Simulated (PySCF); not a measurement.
**C₄H₅F: electronic excitations and core binding energies**

Wanted: the electronic excitations and core binding energies of C₄H₅F (`C#C[C@H](C)F`), by calculation.

The runs use PySCF 2.14.0, with density-fitted response routines of our own; the level of theory stands in each step. All values are computed, except where a source is named. Atoms count from 0, in the outputs and in this text.

**1. Starting geometry**

10 atoms, charge 0, multiplicity 1; geometry from: GFN2-xTB.

Bonds of the start (Å): C0–C1 1.20, C1–C2 1.45, C2–C3 1.52, C2–F4 1.39, C0–H5 1.05, C2–H6 1.10, C3–H7 1.09, C3–H8 1.09, C3–H9 1.09.

**2. Ultraviolet spectrum: wB97X-D/def2-SVPD**

What the job is given:

```
{"job": {"kind": "uv", "xc": "wB97X-D", "basis": "def2-SVPD", "nstates": 8, "ntriplets": 3}, "charge": 0, "multiplicity": 1}
C      2.267948     0.003120    -0.271896
C      1.122694     0.282769    -0.067700
C     -0.275988     0.626609     0.128483
C     -1.165117    -0.611671     0.110382
F     -0.685554     1.493054    -0.876434
H      3.275419    -0.245938    -0.426349
H     -0.392973     1.187328     1.068096
H     -1.054547    -1.130349    -0.839127
H     -0.877609    -1.280110     0.917261
H     -2.205389    -0.320158     0.234756
```

Level: TDDFT wB97X-D/def2-SVPD, vertical, gas phase, core orbitals frozen in the response.

On the command line:

```sh
$ OMP_NUM_THREADS=1 python probes_run.py task.json out
```

The driver reads the jobs from task.json and runs them one after another.

**Question.** This job is followed by: delta-SCF UKS SCAN, pcX-2 on the ionised atom, pcseg-1 elsewhere, spin-free X2C. What will the session give for the following? lowest singlet (wB97X-D/def2-SVPD); brightest single state of those computed; lowest triplet; C1s binding energies, SCAN/pcX-2 (standing for 3 of 4 atoms); F1s binding energies, SCAN/pcX-2.

The runs gave:

| quantity | value |
| --- | --- |
| lowest singlet (wB97X-D/def2-SVPD) | 6.35 eV (195 nm), f = 0.000 |
| brightest single state of those computed | state 6, 9.04 eV, f = 0.104 |
| lowest triplet | 5.48 eV |
| C1s binding energies, SCAN/pcX-2 (standing for 3 of 4 atoms) | C2 293.93, C3 291.13, C0 290.70 eV |
| F1s binding energies, SCAN/pcX-2 | F4 692.22 eV |

What this shows: The lowest singlet, at 6.35 eV, is HOMO→LUMO 0.78, HOMO→LUMO+1 0.15 and is dark; of the 8 states computed, the strongest absorption comes from state 6 at 9.04 eV (the last state computed is bright too, and its partners may lie past the list). The lowest triplet lies 0.86 eV below the lowest singlet (triplets in Tamm-Dancoff, singlets in full TDDFT). The C1s levels kept as sound span 3.23 eV, from C0 (terminal alkyne carbon) up to C2 (propargylic sp3 CH bonded to F). Only 3 of the 4 C atoms are covered by sound results.
